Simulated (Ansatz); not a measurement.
Scan of [GeH₃···H···Br], doublet

Starting geometry:

```xyz
6

Ge   -2.0040    0.0000    0.0000
H    -2.5155    1.4466    0.0000
H    -2.5155   -0.7233    1.2528
H    -2.5155   -0.7233   -1.2528
H    -0.4697    0.0000    0.0000
Br    1.9230    0.0000    0.0000
```

From there H5 is moved from one fragment to the other while all else, the fragments' distance too, stays fixed, so the hump isn't the reaction's barrier; atoms are numbered as listed. Energies are in kJ/mol, counted from the starting geometry at the same level. Kohn–Sham curves are unrestricted where that lies lower.

Basis cc-pVDZ; Ansatz 0.2.0. Only valence electrons are correlated (noble-gas cores and the filled d shells of p-block atoms frozen). Prefix R: restricted or restricted open-shell reference; prefix U: unrestricted. No spin–orbit coupling is included, and no scalar relativity.

In so small a basis the reference is far from its limit while semilocal and hybrid functionals are nearer theirs (RPA and double hybrids share much of the reference's basis error), so the functionals' errors here hold much of the reference's basis and frozen-core error, which can add to them or hide them.

Full CI isn't at hand for all of this; UCCSDT(Q) serves as the reference, and is uncertain by about the last step of the cluster series.

```
distance Ge1-H5 (Å)  UCCSDT(Q)  SPW92    PBE  r2SCAN   PBE0  B3LYP  wB97M-V  B2PLYP  RPA-PBE
              1.534        0.0    0.0    0.0     0.0    0.0    0.0      0.0     0.0      0.0
              1.658        7.6   -5.2   -3.0     1.2    1.8    1.3      6.1     4.8      8.1
              1.904       45.7    4.4   11.7    21.5   25.5   25.0     39.9    36.0     46.4
              2.151       46.7   -2.7    7.0    15.4   22.4   24.9     38.6    35.9     52.0
              2.397        4.0  -25.3  -17.4   -15.7  -10.9   -4.0     -1.9    -0.8     15.2
```

Q: Judged by the spread of the error over the points with a reference (largest less smallest), which of these follows UCCSDT(Q) best and which worst?

A: Subtracting the UCCSDT(Q) column from each: best wB97M-V (errors from -8.2 to 0.0, spread 8.2 kJ/mol), worst SPW92 (from -49.4 to 0.0, spread 49.4 kJ/mol). Functionals and wave-function methods converge differently with the basis, so part of this is basis effect.
